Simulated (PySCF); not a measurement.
Partial charges of ammonium

Ammonium, NH₄ (charge +1).
Structure used (PBE0-D3(BJ)/def2-SVP), in Å, numbered top down from 1:
```xyz
5
NH4 angstrom
N      0.003    0.001   -0.007
H     -0.669   -0.262   -0.741
H      0.122    1.024   -0.001
H     -0.350   -0.309    0.909
H      0.911   -0.448   -0.195
```

Density: PBE0/pcSseg-1 (PySCF); schemes: Mulliken, IAO, Hirshfeld and ESP-fitted. Isolated species at its PBE0-D3(BJ)/def2-SVP geometry, gas phase.

Problem. At which atom do the 4 schemes differ most?

Solution. At N1: from -0.720 (ESP-fitted) to +0.024 e (Hirshfeld), 0.744 e apart.

Problem. For which atoms does the sign change between the 4 schemes (beyond +0.03 e in one, beyond −0.03 e in another)?

Solution. For none.

Problem. Which atoms carry the lowest charge in the Mulliken, IAO, Hirshfeld and ESP-fitted schemes?

Solution. All schemes agree: Mulliken N1 (-0.190); IAO N1 (-0.448); Hirshfeld N1 (+0.024); ESP-fitted N1 (-0.720).

Problem. Tabulate the Mulliken, IAO, Hirshfeld and ESP-fitted charges.

Solution. In e:

| atom | environment | Mulliken | IAO | Hirshfeld | ESP-fitted |
| --- | --- | --- | --- | --- | --- |
| N1 | ammonium nitrogen | -0.190 | -0.448 | +0.024 | -0.720 |
| H2 | N–H hydrogen | +0.297 | +0.362 | +0.244 | +0.430 |
| H3 | N–H hydrogen | +0.297 | +0.362 | +0.244 | +0.430 |
| H4 | N–H hydrogen | +0.297 | +0.362 | +0.244 | +0.430 |
| H5 | N–H hydrogen | +0.297 | +0.362 | +0.244 | +0.430 |

Mean size of the charges over all atoms: ESP-fitted 0.488 e, IAO 0.379 e, Mulliken 0.276 e, Hirshfeld 0.200 e. Each set sums to the total charge, 1, to within 0.001 e. The ESP scheme is a least-squares fit of atom-centred charges to the potential on four shells outside the van der Waals surface, with the total charge fixed.

Problem. How many electrons does the Hirshfeld scheme count on N1?

Solution. Z − q = 7 − (+0.024) = 6.976.

Problem. Sum the charges by element, for elements with more than one atom.

Solution. 
```json
{"element": "H", "atoms": "4", "Mulliken": "+1.190", "IAO": "+1.448", "Hirshfeld": "+0.976", "ESP-fitted": "+1.720"}
```

These values come from a run that also computed NMR shieldings. Hardware: one thread of an Arm Neoverse V1, on a shared host. Cost: 1.0 s of wall time.
